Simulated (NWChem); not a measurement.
The numbers come from NWChem runs, not from measurements. System: C2H4, charge 0, spin multiplicity 1, displaced from the optimised geometry. Level: CR-CCSD(T)/cc-pVDZ, 2 core orbitals frozen, spin-restricted.

Input file:

```
start mol
memory heap 100 mb stack 700 mb global 1900 mb
geometry units angstroms nocenter noautoz noautosym
  C      0.000000     0.000000     0.670281
  C      0.000000     0.000000    -0.670281
  H      0.937449     0.000000     1.250738
  H     -0.937449     0.000000     1.250738
  H     -0.862453     0.000000    -1.204301
  H      0.937449     0.000000    -1.250738
end
basis spherical
  * library cc-pvdz
end
scf
  rhf
  nopen 0
  maxiter 100
  thresh 1e-7
  semidirect memsize 60000000 filesize 0
end
tce
  freeze core 2
  cr-ccsd(t)
  2eorb
  2emet 13
  thresh 1e-6
  maxiter 100
  tilesize 24
end
task tce energy
```

Output (cleaned and shortened):

```
             Northwest Computational Chemistry Package (NWChem) 7.3.0
             --------------------------------------------------------

                                NWChem Input Module
                                -------------------

 Scaling coordinates for geometry "geometry" by  1.889725989
 (inverse scale =  0.529177249)

                             Geometry "geometry" -> ""
                             -------------------------

 Output coordinates in angstroms (scale by  1.889725989 to convert to a.u.)

  No.       Tag          Charge          X              Y              Z
 ---- ---------------- ---------- -------------- -------------- --------------
    1 C                    6.0000     0.00000000     0.00000000     0.67028100
    2 C                    6.0000     0.00000000     0.00000000    -0.67028100
    3 H                    1.0000     0.93744900     0.00000000     1.25073800
    4 H                    1.0000    -0.93744900     0.00000000     1.25073800
    5 H                    1.0000    -0.86245300     0.00000000    -1.20430100
    6 H                    1.0000     0.93744900     0.00000000    -1.25073800

 Effective nuclear repulsion energy (a.u.)      33.3206161133

            Nuclear Dipole moment (a.u.)
            ----------------------------
        X                 Y               Z
 ---------------- ---------------- ----------------
     0.1417218902     0.0000000000     0.0877532057


 Summary of "ao basis" -> "" (spherical)
 ------------------------------------------------------------------------------
       Tag                 Description            Shells   Functions and Types
 ---------------- ------------------------------  ------  ---------------------
 *                          cc-pvdz                   on all atoms

 Summary of "ao basis" -> "ao basis" (spherical)
 ------------------------------------------------------------------------------
       Tag                 Description            Shells   Functions and Types
 ---------------- ------------------------------  ------  ---------------------
 C                          cc-pvdz                  6       14   3s2p1d
 H                          cc-pvdz                  3        5   2s1p

                                 NWChem SCF Module
                                 -----------------

  ao basis        = "ao basis"
  functions       =    48
  atoms           =     6
  closed shells   =     8
  open shells     =     0
  charge          =   0.00
  wavefunction    = RHF
  use symmetry    = F
  symmetry adapt  = F

 Summary of "ao basis" -> "ao basis" (spherical)
 ------------------------------------------------------------------------------
       Tag                 Description            Shells   Functions and Types
 ---------------- ------------------------------  ------  ---------------------
 C                          cc-pvdz                  6       14   3s2p1d
 H                          cc-pvdz                  3        5   2s1p

 Forming initial guess at       0.0s

      Superposition of Atomic Density Guess
      -------------------------------------

 Sum of atomic energies:         -77.32940822

      Non-variational initial energy
      ------------------------------

 Total energy =     -78.448390
 1-e energy   =    -167.965037
 2-e energy   =      56.196031
 HOMO         =      -0.337376
 LUMO         =       0.002036

 Starting SCF solution at       0.3s

 ----------------------------------------------
         Quadratically convergent ROHF
[...]
     9      0.550936  1 C  pz                23     -0.505917  2 C  pz

 Vector   11  Occ=0.000000D+00  E= 2.319782D-01
              MO Center= -9.0D-02, -1.3D-16,  7.6D-02, r^2= 6.1D+00
   Bfn.  Coefficient  Atom+Function         Bfn.  Coefficient  Atom+Function
  ----- ------------  ---------------      ----- ------------  ---------------
    35      1.568915  4 H  s                 45     -1.478947  6 H  s
     3     -0.769257  1 C  s                  7      0.692239  1 C  px
    21      0.670756  2 C  px                17      0.624106  2 C  s
    40      0.585324  5 H  s                 30     -0.499130  3 H  s
     4      0.202349  1 C  px                18      0.192432  2 C  px

 center of mass
 --------------
 x =   0.00509541 y =   0.00000000 z =   0.00315504

 moments of inertia (a.u.)
 ------------------
          60.615281984025           0.000000000000           0.482178120352
           0.000000000000          72.780126032471           0.000000000000
           0.482178120352           0.000000000000          12.164844048445

  Mulliken analysis of the total density
  --------------------------------------

    Atom       Charge   Shell Charges
 -----------   ------   -------------------------------------------------------
    1 C    6     6.12   2.00  0.66  0.47  1.95  0.99  0.06
    2 C    6     6.06   2.00  0.65  0.42  1.98  0.94  0.06
    3 H    1     0.95   0.74  0.17  0.03
    4 H    1     0.95   0.74  0.17  0.03
    5 H    1     0.97   0.79  0.15  0.04
    6 H    1     0.95   0.74  0.17  0.03

       Multipole analysis of the density wrt the origin
       ------------------------------------------------

     L   x y z        total         open         nuclear
     -   - - -        -----         ----         -------
     0   0 0 0     -0.000000      0.000000     16.000000

     1   1 0 0     -0.011279      0.000000      0.141722
     1   0 1 0     -0.000000      0.000000      0.000000
     1   0 0 1     -0.009116      0.000000      0.087753

     2   2 0 0     -9.184287      0.000000     12.071115
     2   1 1 0     -0.000000      0.000000      0.000000
     2   1 0 1     -0.002907      0.000000     -0.477987
     2   0 2 0    -11.588005      0.000000      0.000000
     2   0 1 1      0.000000      0.000000      0.000000
     2   0 0 2     -8.977370      0.000000     41.191145

                   NWChem Extensible Many-Electron Theory Module
                   ---------------------------------------------


            General Information
            -------------------
      Number of processors :     1
         Wavefunction type : Restricted Hartree-Fock
          No. of electrons :    16
           Alpha electrons :     8
            Beta electrons :     8
           No. of orbitals :    96
            Alpha orbitals :    48
             Beta orbitals :    48
        Alpha frozen cores :     2
         Beta frozen cores :     2
     Alpha frozen virtuals :     0
      Beta frozen virtuals :     0
         Spin multiplicity : singlet
    Number of AO functions :    48
       Number of AO shells :    24
        Use of symmetry is : off
      Symmetry adaption is : off
         Schwarz screening : 0.10D-09

          Correlation Information
          -----------------------
          Calculation type : Coupled-cluster singles & doubles w/ perturbation
   Perturbative correction : Completely renormalized (T)
            Max iterations :      100
        Residual threshold : 0.10D-05
     T(0) DIIS level shift : 0.00D+00
     L(0) DIIS level shift : 0.00D+00
     T(1) DIIS level shift : 0.00D+00
     L(1) DIIS level shift : 0.00D+00
     T(R) DIIS level shift : 0.00D+00
     T(I) DIIS level shift : 0.00D+00
   CC-T/L Amplitude update :  5-th order DIIS
                I/O scheme : Global Array Library
        L-threshold :  0.10D-05
        EOM-threshold :  0.10D-05
 no EOMCCSD initial starts read in
 TCE RESTART OPTIONS
 SLICE:      F
 D4D5:       F
 quantumc:   F
 qrotation:  F
 pwtce:      F
 qducc:      F
 nacto:                         0
 nrotv:                         0
 nrot:                          0

            Memory Information
            ------------------
          Available GA space size is     249034496 doubles
          Available MA space size is     104854172 doubles

 Maximum block size supplied by input
 Maximum block size        24 doubles

 tile_dim =     20

 -------------------------------------------------

 Global array virtual files algorithm will be used

 Parallel file system coherency ......... OK

 4-electron integrals stored in orbital form

 v2    file size   =          1344336
 4-index algorithm nr.  13 is used
 imaxsize =       30
 imaxsize ichop =        0


CCSD iterations
 ---------------------------------------------------------
 Iter          Residuum       Correlation     Cpu    Wall
 ---------------------------------------------------------
    1   0.1371553336330  -0.2749769485682     0.1     0.1
    2   0.0417511765823  -0.2958431124123     0.1     0.1
    3   0.0171804160514  -0.3019659600929     0.1     0.1
    4   0.0082465315695  -0.3038169217056     0.1     0.1
    5   0.0042585240793  -0.3045740123734     0.1     0.1
    6   0.0006020096677  -0.3052103750261     0.1     0.1
    7   0.0002072815154  -0.3052246810446     0.1     0.1
    8   0.0000917122381  -0.3052244366256     0.1     0.1
    9   0.0000444579646  -0.3052251687768     0.1     0.1
   10   0.0000228964212  -0.3052258284871     0.1     0.1
   11   0.0000045524601  -0.3052267694612     0.1     0.1
   12   0.0000016030970  -0.3052269427930     0.1     0.1
   13   0.0000007381276  -0.3052271161373     0.1     0.1
 -----------------------------------------------------------------
 Iterations converged
 CCSD correlation energy / hartree =        -0.305227116137253
 CCSD total energy / hartree       =       -78.340295891054666

 Singles contributions

 Doubles contributions
     9a   (alpha)     9a   (beta ) ---     8a   (alpha)     8a   (beta )       -0.1388851704
 CR-CCSD(T)

 CR-CCSD[T]  correction energy / hartree =        -0.008192862586525
 CR-CCSD[T] correlation energy / hartree =        -0.313419978723778
 CR-CCSD[T] total energy / hartree       =       -78.348488753641192
 CR-CCSD(T)  correction energy / hartree =        -0.007959430796946
 CR-CCSD(T) correlation energy / hartree =        -0.313186546934199
 CR-CCSD(T) total energy / hartree       =       -78.348255321851610

 Task  times  cpu:        8.5s     wall:        8.5s

 Total times  cpu:        8.5s     wall:        8.5s
```
